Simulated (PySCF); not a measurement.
Simulated Si 2p region for `[AlH3-][CH2][SiH3]`, binding energy against the vacuum level.

Every computed line was given a Gaussian of 0.4 eV full width at half maximum and an area set by the number of equivalent atoms (split 2:1 within a doublet); the highest printed point is 100. The calculation used delta-SCF UKS SCAN, pcX-2 on the ionised atom, pcseg-1 elsewhere, spin-free X2C in PySCF 2.14.0.

(binding energy (eV), intensity): (101.8, 1), (101.9, 6), (102.0, 21), (102.1, 50), (102.2, 84), (102.3, 100), (102.4, 85), (102.5, 52), (102.6, 29), (102.7, 27), (102.8, 39), (102.9, 50), (103.0, 45), (103.1, 29), (103.2, 13), (103.3, 4), (103.4, 1), (103.5, 0)

How many maxima does the curve show, and how many computed lines lie under it?

The curve has 2 maxima (at 102.3 and 102.9 eV). Under it lie 2 lines from 1 inequivalent silicon site, drawn as a 2p3/2, 2p1/2 pair.

Decompose the envelope and assign each component. Numbering: `[AlH3-:1][CH2:2][SiH3:3]`.

```
position (eV)  relative area      line  atoms   environment
       102.30           0.67  Si 2p3/2    Si3  SiH3 silicon
       102.92           0.33  Si 2p1/2    Si3  SiH3 silicon
```

Shake-up satellites, vibrational structure and lifetime widths aren't simulated. The 2p values aren't plain energy differences: one relaxed spin-free 2p hole is combined with a matrix within the shell (ground-state 2p orbital-energy differences and spin–orbit coupling). 2p3/2, the mean of its two sublevels, lies a third of the splitting below the shell's mean and 2p1/2 two thirds above it; the statistical areas are 2:1. 2p1/2 minus 2p3/2 (ligand field included): Si 0.62 eV. The species carries charge -1, so core ionisation leaves a neutral species. The basis sets have no added diffuse functions. Geometry: PBE0-D3(BJ)/def2-SVP; no solvent, vibrations or thermal averaging.
